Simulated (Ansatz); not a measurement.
We consider 2H MoS2, described by PBEsol (Ansatz, a quantum-chemistry and plane-wave program, PAW).

Settings: plane-wave cutoff 500 eV, 18×18×4 k mesh (along the axes of the cell as run), gaussian smearing 0.02 eV, no spin polarisation, scalar-relativistic PAW data made under PBE.

Cell (relaxed at this level):

```yaml
crystal:
  lattice:
    - [3.14144, 0.00000, 0.00000]
    - [-1.57072, 2.72057, 0.00000]
    - [0.00000, 0.00000, 12.59706]
  atoms:
    - { symbol: Mo, position: [0.66667, 0.33333, 0.25000] }
    - { symbol: Mo, position: [0.33333, 0.66667, 0.75000] }
    - { symbol: S, position: [0.66667, 0.33333, 0.62624] }
    - { symbol: S, position: [0.33333, 0.66667, 0.37376] }
    - { symbol: S, position: [0.33333, 0.66667, 0.12624] }
    - { symbol: S, position: [0.66667, 0.33333, 0.87376] }
```

Task: Estimate the band gap that the calculation returns.

Result: 
* **band gap**: 0.99 eV (on the SCF k mesh)

Measured, for comparison: band gap 1.23 eV (room temperature, not corrected to a static lattice, bulk 2H, our sources range from 1.23 to 1.29; as tabulated in Bastos et al. (2019), arXiv:1903.08112).

Note: the cell comes from a level without a dispersion term, which matters for the spacing of layers, chains or molecules; the cell has widely spaced layers and the level no dispersion term, so their spacing and the moduli can rest on weak binding.

Spin–orbit coupling is not included.

Static lattice: no zero-point or thermal effects.
